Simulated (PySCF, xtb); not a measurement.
chloromethane (CH3Cl), SMILES CCl.

Harmonic wavenumbers (cm⁻¹) from GFN2-xTB (xtb) at its own minimum, in rising order: 712, 1000, 1000, 1315, 1441, 1441, 3031, 3044, 3045.

Task: What does PBE-D3(BJ)/def2-TZVP in PySCF 2.14.0 give at its own minimum? (The exact figures need the calculation; the answer reports its results.)

Result: 716, 993, 993, 1329, 1431, 1431, 3002, 3100, 3100. Paired by order, the mean absolute difference is 21 cm⁻¹ and the zero-point energies are 22.9 and 23.0 kcal/mol.
